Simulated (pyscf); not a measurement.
One four-centre exchange on the singlet surface with elements of a group swapped. ωB97M-D3(BJ)/def2-TZVP, eV, from the separated reactants. Optimised with ωB97X-D3(BJ)/def2-SVP in PySCF.

```json
[
 {"step": "HO–Ti(OH)(OH)–OH + HCl -> HO–Ti(OH)(OH)–Cl + H₂O", "barrier": "0.03", "reaction energy": "-0.36", "imaginary mode (i cm⁻¹)": "589"},
 {"step": "HO–Ti(OH)(OH)–OH + HBr → HO–Ti(OH)(OH)–Br + H₂O", "barrier": "___", "reaction energy": "___", "imaginary mode (i cm⁻¹)": "538"}
]
```

Some entries are withheld; supply them.


- HO–Ti(OH)(OH)–OH + HBr → HO–Ti(OH)(OH)–Br + H₂O, barrier: -0.02
- HO–Ti(OH)(OH)–OH + HBr → HO–Ti(OH)(OH)–Br + H₂O, reaction energy: -0.35

Row 1: On the reactant side the descent ends in a complex, 0.35 eV under the separated species and 0.27 eV under the saddle at ωB97X-D3(BJ)/def2-TZVP. On the product side the descent ends in an adduct with a O–Ti contact (not fully relaxed), 0.52 eV under the separated species and 0.91 eV under the saddle at ωB97X-D3(BJ)/def2-TZVP. Row 2: On the reactant side the descent ends in a complex (not fully relaxed), 0.32 eV under the separated species and 0.21 eV under the saddle at ωB97X-D3(BJ)/def2-TZVP. On the product side the descent ends in an adduct with a O–Ti contact (not fully relaxed), 0.50 eV under the separated species and 0.92 eV under the saddle at ωB97X-D3(BJ)/def2-TZVP. Each row is the saddle that its search found. Elements up to Kr have no core potential and no relativistic terms here.
